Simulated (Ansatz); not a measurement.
## Ansatz (development build ahead of 0.2.0) run

```yaml
crystal:
  periodic: [false, false, false]
  atoms:
    - { symbol: Na, position_ang: [0.00199, -0.02508, -1.51951] }
    - { symbol: Na, position_ang: [0.03304, -0.03711, 1.55711] }
basis:
  gaussian: { orbitals: def2-TZVP }
hamiltonian:
  xc: hf
correlation:
  method: mp2
  frozen_orbitals: { Na: 1 }
```

The input is written out in the form of the current development build from the run's settings.

The run gave:

```
Converged                       : yes
Reference energy                : -323.70284 hartree
Correlation energy              : -0.34744 hartree
Total energy                    : -324.05028 hartree
Spin squared of the determinant : 0.000
```
